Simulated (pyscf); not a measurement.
A first-order saddle from PySCF, ωB97X-D3(BJ)/def2-SVP:

```
Ga
H 1 1.5407
S 1 2.0936 2 161.14
H 3 1.7760 1 54.92 2 -179.95
H 4 1.0335 3 146.10 1 0.00
```
Charge 0, spin multiplicity 1.

Surface: singlet, charge 0. Lowest wavenumbers (cm⁻¹): 1618i, 421, 504, 590, 872.

Name the species on either side of this saddle.

HS–GaH₂ <-> S=GaH + hydrogen (H₂), an elimination read from left to right: H–S, Ga–H broken and H–H formed. At ωB97M-D3(BJ)/def2-TZVP it lies +2.26 eV from the left side and +1.26 eV from the right (each side as separated species at their lowest minima found). At the saddle there is also a short Ga–H contact that neither side keeps. S=GaH lies 0.56 eV over its isomer HS–Ga [singlet] (electronic energy, ωB97M-D3(BJ)/def2-TZVP). This is the saddle that the search found; another between the same sides may lie lower. Elements up to Kr have no core potential and no relativistic terms here.
